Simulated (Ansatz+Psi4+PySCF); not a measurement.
Values are calculated unless marked as measured or tabulated.
## Psi4 1.11 run

```
molecule {
0 3
Si 0.000000 0.000000 1.356070
Si 0.000000 0.000000 -1.356070
}

set basis cc-pV(T+d)Z
set reference uhf
set scf_type pk
energy('scf')
```

The input is written out from the run's settings.

Output:

```yaml
Converged: yes
Total_energy: -577.73524 hartree
Spin_squared_of_the_determinant: 2.017
Occupied_orbitals_by_symmetry_in_an_Abelian_subgroup_alpha;_beta: 5 Ag 1 B2g 1 B3g 4 B1u 2 B2u 2 B3u; 5 Ag 1 B2g 1 B3g 4 B1u 1 B2u 1 B3u
```

This is not the lowest solution: another run reaches a determinant 0.29 eV lower.
